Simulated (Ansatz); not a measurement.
`[NH][SiH2]O` radical, 7 atoms. The species carries charge 0 and has multiplicity 2. All runs use 2 threads of a server CPU on a shared host. Correlated methods freeze the cores. Open-shell runs search over several starts.

Q: Give the basis size and wall time and peak host memory of each of these runs in Ansatz. UHF-CCSD(T)/def2-SVP energy; direct RPA on PBE orbitals/def2-TZVPP energy; UKS PBE0-D4/def2-QZVPP energy; UHF-CCSD(T)/def2-TZVPP energy; UKS CAM-B3LYP-D4/def2-TZVPP energy; UKS PBE0-D4/def2-TZVP frequencies; UKS ωB97M-V/def2-QZVPP energy; UKS r2SCANh-D4/def2-TZVPP energy; UKS B2PLYP (frozen core)/def2-TZVPP energy; UHF-MP2/def2-QZVPP energy; UKS PBE0-D4/def2-SVP energy; UKS BLYP-D4/def2-TZVPP energy. (Best estimate.)

A: Ansatz gave: Other jobs shared the machine, so times are rough.

```
                                level          job  functions  wall time  peak host memory (GiB)
                 UKS PBE0-D4/def2-SVP       energy         66      2.2 s                    0.17
               UKS BLYP-D4/def2-TZVPP       energy        160      4.5 s                    0.21
                 UHF-CCSD(T)/def2-SVP       energy         66        6 s                    0.29
direct RPA on PBE orbitals/def2-TZVPP       energy        160      6.5 s                     0.4
          UKS CAM-B3LYP-D4/def2-TZVPP       energy        160        7 s                     0.4
  UKS B2PLYP (frozen core)/def2-TZVPP       energy        160      7.5 s                    0.37
            UKS r2SCANh-D4/def2-TZVPP       energy        160        8 s                     0.4
               UKS PBE0-D4/def2-QZVPP       energy        304       12 s                    0.85
                   UHF-MP2/def2-QZVPP       energy        304       26 s                       1
               UKS ωB97M-V/def2-QZVPP       energy        304       28 s                     1.1
               UHF-CCSD(T)/def2-TZVPP       energy        160       65 s                     2.9
                UKS PBE0-D4/def2-TZVP  frequencies        123       76 s                    0.28
```
